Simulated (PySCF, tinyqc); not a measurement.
Orbital energy against energy difference: ionisation energy by orbital energies and by energy differences in the 6-31g basis, for CH2, spin multiplicity 1. Computed by the program tinyqc with PySCF. The cation is unrestricted; errors are against CCSD(T) in this basis, not against experiment.

Geometry (angstrom):
```
atom       x        y       z
C     0.0000   0.0000  0.0000
H     0.0000   0.9140  0.5090
H     0.0000  -0.8860  0.4930
```

CCSD(T) difference in the same basis = 8.8396 eV

IP-EOM-CCSD = 8.8004 eV

First vertical ionisation energy (eV):
```
method     -e(HOMO)  E(cation) - E  error of -e(HOMO)  error of the difference
HF            9.478        8.11888              0.639                   -0.721
LDA           4.750        6.70151             -4.089                   -2.138
PBE           4.349        6.57759             -4.491                   -2.262
PBE0          5.676        9.24997             -3.164                    0.410
CAM-B3LYP     7.158        9.38549             -1.682                    0.546
LC-wPBE       8.693        9.35368             -0.147                    0.514
```

Estimate the missing row, method = B3LYP.

Computed row:
```
method  -e(HOMO)  E(cation) - E  error of -e(HOMO)  error of the difference
B3LYP      5.408        9.39763             -3.432                    0.558
```

Koopmans errs by +0.64 eV and Delta-HF by -0.72 eV: relaxation, 1.36 eV, lowers the value and the missing correlation difference works against it. The PBE level is off by -4.5 eV through the wrong tail of its potential, though its energy difference is off by -2.26 eV; exact exchange deepens the level, and among the orbital energies LC-wPBE comes closest; among the differences PBE0 does. The restricted reference is unstable here: a spin-polarised solution lies 0.0327 hartree lower (PySCF), so results built on it describe a poor reference.
